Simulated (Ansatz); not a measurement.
**BH₄ (doublet): from Hartree-Fock to the top rungs, def2-TZVPP**

An exercise on one series of results from a longer session: the logs are not shown, and one member is left open.

Computed with Ansatz 0.2.0, Gaussian basis. Level: def2-TZVPP, core rule «outside noble gas», up to 1 orbitals frozen.

Plan: UHF; ROHF; CCSD(T) on UHF.

2 further runs of the same task are left out: 2 set aside as unsound or not needed.

## The geometry

The geometry is a PBE0/def2-TZVP stationary point (not a proven minimum) of the parent state, kept for this charge and spin.

5 atoms, charge 0, spin multiplicity 2.

Atoms are counted from 1 here; the program's logs count them from 0.

Bond lengths: B1–H2 1.256 Å, B1–H3 1.256 Å, B1–H4 1.256 Å, B1–H5 1.256 Å. Angles: H2–B1–H3 65.3°, H2–B1–H4 135.2°, H2–B1–H5 135.2°, H3–B1–H4 135.2°, H3–B1–H5 135.2°, H4–B1–H5 65.3°.

The first run:

File in.yaml:

```yaml
crystal:
  periodic: [false, false, false]
  atoms:
    - {symbol: B, position_ang: [0.000000, 0.000000, 0.000000]}
    - {symbol: H, position_ang: [0.472475, 0.486295, 1.057304]}
    - {symbol: H, position_ang: [-0.485791, -0.470884, 1.058245]}
    - {symbol: H, position_ang: [-0.471913, 0.471402, -1.064277]}
    - {symbol: H, position_ang: [0.485229, -0.486813, -1.051272]}
basis:
  gaussian: {orbitals: def2-TZVPP}
magnetization: {spin_polarized: true, initial_magnetization: 1}
hamiltonian: {xc: hf}
output: {orbitals: {seedname: orbitals}}
```

On the command line:

```console
$ ansatz run in.yaml --threads 1 --pin off --events-out ev --progress --plain --max-ram 4096MiB --backend cpu
```

Among the steps run: UHF; ROHF; CCSD(T) on UHF.

One of the session's tables, all rows but one given; the rest of the session is left out.

It belongs to the step «Misses and costs». 

| method | from UCCSD(T) (kcal/mol) |
| --- | --- |
| ROHF | +109.50 |
| UHF | +106.63 |
| UMP2 | ? |
| UCCSD | +3.06 |
| UCCSD(T) | 0 |

Q: Estimate the row for UMP2 from the others.

**Answer.** from UCCSD(T) (kcal/mol): +18.76. In the column «from UCCSD(T) (kcal/mol)» it lies between UCCSD (+3.06) and UHF (+106.63).
